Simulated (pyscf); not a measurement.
Single points on ωB97X-D3(BJ)/def2-SVP structures (PySCF, gas phase).

Problem. For H₃C–CH₂–GaH–Cl -> Cl–GaH₂ + ethylene (H₂C=CH₂), an elimination (singlet surface; C–Ga, C–H broken, Ga–H formed), PBE/def2-TZVP gives ΔE‡ = 1.67 eV and ΔE = +1.40 eV (zero: the reactant's lowest minimum found). In which direction and how far do r²SCAN/def2-TZVP, M06-2X/def2-TZVP, ωB97M-D3(BJ)/def2-TZVP move these?

Solution. r²SCAN: ΔE‡ = 1.66 eV, ΔE = +1.47 eV; M06-2X: ΔE‡ = 1.81 eV, ΔE = +1.48 eV; ωB97M-D3(BJ): ΔE‡ = 1.86 eV, ΔE = +1.38 eV. PBE's barrier lies among them. Its reaction energy lies among theirs. On the product side the descent ends in a bound adduct, 0.56 eV under the separated species and 0.89 eV under the saddle at ωB97X-D3(BJ)/def2-TZVP. At the saddle there is also a short C–Ga contact that neither side keeps. H₃C–CH₂–GaH–Cl lies 0.51 eV over its isomer H₃C–Ga(CH₃)–Cl, and others may lie lower still (electronic energy, ωB97M-D3(BJ)). This is the saddle that the search found; another between the same sides may lie lower. Elements up to Kr have no core potential and no relativistic terms here.
